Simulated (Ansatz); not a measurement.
Basis-set extrapolation for C₃H₆ClFO (`COC(F)CCl`) (PBE0-D4/def2-TZVP geometry, frozen core, Ansatz 0.2.0). Multiplicity 1, RHF reference.

|  | def2-TZVPP | def2-QZVPP |
| --- | --- | --- |
| HF | -751.024998 | -751.050957 |
| MP2 correlation | -1.184884 | -1.281036 |
| CCSD(T) correlation | -1.277620 | not run |

Energies in hartree. Use E(X) = E(∞) + A·exp(−7.88·√X) for Hartree–Fock and E(X) = E(∞) + B·X^(−2.97) for correlation, with X = 3 and 4, and add CCSD(T) minus MP2 of the smaller set to the MP2 limit.

What is the CCSD(T) energy at the basis-set limit?

HF limit: -751.050957 + (-0.025959) × 0.13774 = -751.05453. MP2 limit: -1.281036 + (-0.096152) × 0.74074 = -1.35226. Higher-order term: -1.277620 − (-1.184884) = -0.09274. Total: -752.49953 hartree, 517.0 kJ/mol below CCSD(T)/def2-TZVPP.
